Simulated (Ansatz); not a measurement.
(1) Predict a relaxed structure of the cluster Li₂H, charge 0, doublet, at PBE-D4/def2-TZVP (Ansatz).

Answers

(1) 
```xyz
3

Li   -0.413   -0.466    1.200
Li    0.439    1.038   -0.745
H    -0.026   -0.572   -0.455
```
Point group C2v (tolerance 0.1 Å). This is one stationary point.

The structure comes from a short search, and lower isomers may exist.
